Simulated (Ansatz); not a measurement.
Ansatz (a first-principles code) input (CCSD(T)/aug-cc-pVDZ):

Ansatz 0.2 input:
```yaml
crystal:
  periodic: [false, false, false]
  atoms:
    - {symbol: F, position_ang: [1.21575768, -0.26497151, -0.06891347]}
    - {symbol: N, position_ang: [0.00093047, 0.00291095, 0.26044308]}
    - {symbol: F, position_ang: [-0.37945142, 1.18437148, -0.07941355]}
    - {symbol: F, position_ang: [-0.83702995, -0.92166404, -0.05423982]}
basis:
  gaussian:
    orbitals: aug-cc-pVDZ
total_charge: 1
magnetization: {spin_polarized: true, initial_magnetization: 1}
correlation: {method: ccsd_t, electrons: outside_noble_gas}
output: {forces: true}
```

Output:

```
Functional definition: HF
integrals: 0.16 GiB planned
857 factors; integrals over basis functions are off by at most 8.5e-4 eV
mean field: 0.25 GiB planned
mean field evaluation 1: about -9576.9100 eV, gradient 4.0e1 eV
mean field evaluation 2: about -9576.9131 eV, gradient 4.0e1 eV
mean field evaluation 4: about -9582.6598 eV, gradient 3.7e0 eV
mean field evaluation 8: about -9582.8858 eV, gradient 1.9e-1 eV
mean field evaluation 16: about -9582.6556 eV, gradient 3.7e0 eV
mean field -9582.88634177 eV, -352.1645775465 hartree, gradient 3.0e-6 eV, S^2 0.764578; 0 other end points of the search recorded, 0 dependent functions left out
4 core orbitals not correlated
reference -9582.88634177 eV, -352.1645775465 hartree; 13, 12 occupied and 75, 76 virtual orbitals, 857 factors
densities: 1.11 GiB planned
second order -20.58864015 eV of doubles, -0.00000000 eV of singles
coupled cluster: 0.77 GiB planned
cycle   1  -20.18113341 eV  change    4.1e-1 eV  update   1.3e-1
cycle   2  -20.78948882 eV  change   -6.1e-1 eV  update   3.9e-2
cycle   3  -20.96927893 eV  change   -1.8e-1 eV  update   2.7e-2
cycle   4  -20.96529597 eV  change    4.0e-3 eV  update   9.2e-3
cycle   5  -20.96089583 eV  change    4.4e-3 eV  update   4.1e-3
cycle   6  -20.96329590 eV  change   -2.4e-3 eV  update   1.4e-3
cycle   7  -20.96356133 eV  change   -2.7e-4 eV  update   6.8e-4
cycle   8  -20.96351734 eV  change    4.4e-5 eV  update   2.8e-4
cycle   9  -20.96360531 eV  change   -8.8e-5 eV  update   1.4e-4
cycle  10  -20.96354168 eV  change    6.4e-5 eV  update   5.2e-5
cycle  11  -20.96358569 eV  change   -4.4e-5 eV  update   2.5e-5
cycle  12  -20.96359710 eV  change   -1.1e-5 eV  update   8.1e-6
cycle  13  -20.96359586 eV  change    1.2e-6 eV  update   2.3e-6
perturbative correction -0.68769137 eV, -0.0252721916 hartree
the calculation of the forces begins
Total energy: -9604.53762900 eV, -352.9602476763 hartree
Atom 0 at     1.215758    -0.264972    -0.068913 Å, force     0.573278    -0.126283    -0.144481 eV/Å
Atom 1 at     0.000930     0.002911     0.260443 Å, force     0.001540     0.004823     0.431474 eV/Å
Atom 2 at    -0.379451     1.184371    -0.079414 Å, force    -0.179451     0.557615    -0.149436 eV/Å
Atom 3 at    -0.837030    -0.921664    -0.054240 Å, force    -0.395367    -0.436155    -0.137557 eV/Å
Dipole moment:     0.000352     0.001102     0.098636 e Å
```
